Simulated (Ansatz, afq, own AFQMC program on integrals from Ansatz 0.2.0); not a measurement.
SiH₂, triplet: AFQMC among the cluster methods

```xyz
3

Si    0.0000   -0.0604    0.0163
H     0.0000    0.9858   -1.7490
H     0.0000    0.6973    1.2947
```

Basis cc-pVDZ. Only valence electrons are correlated. Ansatz 0.2.0 and our own AFQMC program on the same integrals; the CISD trial comes from CCSD amplitudes, and released means the phaseless constraint is let go. ± is one standard error of the sampling.

Determinant: ROHF, the one that the program's search chose, which needn't be the lowest solution. The geometry is a point of a scan.

Full CI on the same integrals is exact in this basis and with this determinant's frozen core.

Cautions: lower spins were not checked; a spin-contaminated unrestricted determinant lies lower (UHF 134 meV lower, ⟨S²⟩ 2.08); the released energies are still falling, so no released level is given (meV from the phaseless value at times in 1/Eh: -3.0 ± 1.5 at 0.24, -4.0 ± 1.1 at 0.51, -5.9 ± 1.1 at 0.99, -8.2 ± 1.2 at 1.62, -10.1 ± 1.4 at 2.40), though the last usable value meets full CI within the noise.

```
T1 diagnostic                               : 0.0318
weight of the determinant in the CISD state : 0.904
size of the correlated space                : 6 electrons in 23 orbitals
```

Reference: full CI, correlation energy -2.971 eV.

| level | E − E(reference) (kJ/mol) | share of correlation (%) |
| --- | --- | --- |
| HF | 286.7 | 0.00 |
| MP2 | 82.4 | 71.27 |
| CCSD | 10.8 | 96.22 |
| CCSD(T) | 3.1 | 98.93 |
| CCSDT | 0.2 | 99.91 |
| CCSDT(Q) | 0.1 | 99.98 |
| CCSDTQ | 0.0 | 100.00 |
| ph-AFQMC/HF | 8.0 ± 2.0 | 97.21 |
| ph-AFQMC/CISD | 1.0 ± 0.2 | 99.65 |

CCSDT and higher add their correlation energy to the determinant of the CCSD(T) run, since their own runs factorise the integrals more tightly (a shift of under 2 meV). A walk keeps the symmetry of its determinant, which the program's search chose and which needn't be the lowest solution, so a lower state of the same spin and another symmetry isn't excluded.
